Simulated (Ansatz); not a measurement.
# AlSiH5 (singlet): the correlation ladder at distance Al1–H4 along a hydrogen transfer = 1.970 Å, cc-pVDZ

Aim: climb from Hartree-Fock through coupled cluster and multireference methods for AlSiH5 (singlet) at one geometry and basis, and see what each rung misses.

Program: Ansatz 0.2.0, Gaussian basis. Level of theory: cc-pVDZ, core rule «outside noble gas», up to 10 orbitals frozen. These are calculated values, not measurements.

To be run: UHF; CCSD(T) on RHF; CCSD(T) on UHF; BCCD(T) on RHF; CISD; CCSDT(Q) on RHF; CCSDT(Q) on UHF; CASSCF and NEVPT2, 2 electrons in 2 orbitals; CASSCF and NEVPT2, 8 electrons in 8 orbitals.

7 further runs of the same task are left out: 1 for a known fault of the program, 6 that didn't finish.

## 1. What is computed

The geometry derives from fragments relaxed apart (PBE0/def2-TZVP) and kept rigid, so it is no stationary point. A hydrogen atom is moved between rigid fragments.

7 atoms, charge 0, spin multiplicity 1.

Atoms are counted from 1 here; the program's logs count them from 0.

Bond lengths: Al1–H2 1.586 Å, Al1–H3 1.586 Å, Al1–H4 1.970 Å, Si5–H6 1.526 Å, Si5–H7 1.526 Å. Angles: H2–Al1–H3 120.0°, H2–Al1–H4 120.0°, H3–Al1–H4 120.0°, H6–Si5–H7 91.2°.

## 2. UHF

File in.yaml:

```yaml
crystal:
  periodic: [false, false, false]
  atoms:
    - {symbol: Al, position_ang: [-1.991106, 0.029322, 0.000000]}
    - {symbol: H, position_ang: [-2.784030, 1.402706, 0.000000]}
    - {symbol: H, position_ang: [-2.784030, -1.344062, 0.000000]}
    - {symbol: H, position_ang: [-0.021106, 0.029322, 0.000000]}
    - {symbol: Si, position_ang: [1.930894, 0.029322, 0.000000]}
    - {symbol: H, position_ang: [2.543074, -0.844962, 1.090012]}
    - {symbol: H, position_ang: [2.543074, -0.844962, -1.090012]}
basis:
  gaussian: {orbitals: cc-pVDZ}
magnetization: {spin_polarized: true, initial_magnetization: 0}
hamiltonian: {xc: hf}
output: {orbitals: {seedname: orbitals}}
```

The run is started by

```
$ ansatz run in.yaml --threads 1 --pin off --events-out ev --progress --plain --max-ram 2393MiB
```

Further steps of the session: CCSD(T) on RHF; CCSD(T) on UHF; BCCD(T) on RHF; CISD; CCSDT(Q) on RHF; CCSDT(Q) on UHF; CASSCF and NEVPT2, 2 electrons in 2 orbitals; CASSCF and NEVPT2, 8 electrons in 8 orbitals.

Before running them: what should the planned runs give, taken together? Wanted: RCCSDT(Q) below the RHF energy; RMP2 from RCCSDT(Q); UMP2 from RCCSDT(Q); RCCSD from RCCSDT(Q); RCCSD(T) from RCCSDT(Q); UCCSD(T) from RCCSDT(Q); UCCSDT(Q) from RCCSDT(Q); NEVPT2 pair from RCCSDT(Q); NEVPT2 frontier from RCCSDT(Q).

As calculated:

```
                         quantity                      value
   RCCSDT(Q) below the RHF energy                 -6.3600 eV
              RMP2 from RCCSDT(Q)                +1576.0 meV
              UMP2 from RCCSDT(Q)                +1739.2 meV
             RCCSD from RCCSDT(Q)                 +195.5 meV
          RCCSD(T) from RCCSDT(Q)                  +47.8 meV
          UCCSD(T) from RCCSDT(Q)                  +67.4 meV
         UCCSDT(Q) from RCCSDT(Q)                   +0.5 meV
       NEVPT2 pair from RCCSDT(Q)                +1615.6 meV
   NEVPT2 frontier from RCCSDT(Q)                +1323.6 meV
levels within 1 kcal/mol (43 meV)  RCCSDT, UCCSDT, UCCSDT(Q)
                    T1 diagnostic                      0.018
```

What this shows: RCCSD(T) misses by +47.8 meV, 0.8 % of the correlation energy. Of the multireference levels listed NEVPT2 frontier comes nearest in total energy (+1323.6 meV), which doesn't show that its space is the better one. These misses are within one basis, not against nature.
